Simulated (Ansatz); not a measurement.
## Cost against result

Saddle point of CH$_{5}$AlO, singlet (CH₅AlO ([CH3][AlH][OH]) → AlHO ([O][AlH]) + CH₄; bonds formed: C2–H4; bonds broken: Al1–C2, O3–H4), PBE0-D4/def2-TZVP structure:

Al1  (-1.155, -0.043, 0.636)
C2  (0.765, 0.148, -0.369)
O3  (-1.300, -1.554, 0.045)
H4  (-0.048, -0.868, -0.360)
H5  (-1.541, 1.255, 1.433)
H6  (1.321, 0.409, 0.538)
H7  (0.498, 1.058, -0.916)
H8  (1.459, -0.404, -1.007)
(Å)

Barriers are electronic and count from the start structure reached by relaxing down the imaginary mode.

Computed with Ansatz 0.2.0 (basis: as named in each row); correlated methods freeze the cores. B3LYP uses VWN-RPA correlation. Extrapolation: Hartree–Fock as exp(−7.88 √X), correlation as X^−2.97.

Times are rough, for one single point on 2 threads of a shared host (Arm Neoverse V2).

The estimate by CCSD(T) at an estimated basis limit (MP2 extrapolated from triple and quadruple zeta, plus CCSD(T) − MP2 in triple zeta) is 2.908 eV.

```tsv
method	basis	time (s)	barrier (eV)	method less estimate
SPW92	def2-TZVPP	under 1	2.380	-0.527
PBE-D4	def2-TZVPP	1	2.507	-0.400
BLYP-D4	def2-TZVPP	1	2.596	-0.311
PBE0-D4	def2-TZVPP	2	2.813	-0.095
B3LYP-D4	def2-TZVPP	2	2.839	-0.069
BHLYP-D4	def2-TZVPP	2	3.175	0.267
CAM-B3LYP-D4	def2-TZVPP	2	2.938	0.030
r2SCAN-D4	def2-TZVPP	3	2.694	-0.214
B2PLYP	def2-TZVPP	3	2.834	-0.073
PBE-QIDH	def2-TZVPP	3	2.929	0.021
r2SCAN0-D4	def2-TZVPP	3	2.917	0.009
RPA on PBE	def2-TZVPP	4	2.856	-0.052
wB97X-V	def2-TZVPP	6	2.954	0.047
B97M-V	def2-TZVPP	6	2.882	-0.025
wB97M-V	def2-TZVPP	6	2.916	0.009
MP2	def2-QZVPP	10	2.790	-0.118
CCSD(T)	def2-TZVPP	21	2.928	0.020
```

All methods are single points on the PBE0-D4 structures.

The T1 diagnostic stays at or below 0.023.

Labels in which every atom is bracketed show which atoms are joined, not bond orders.
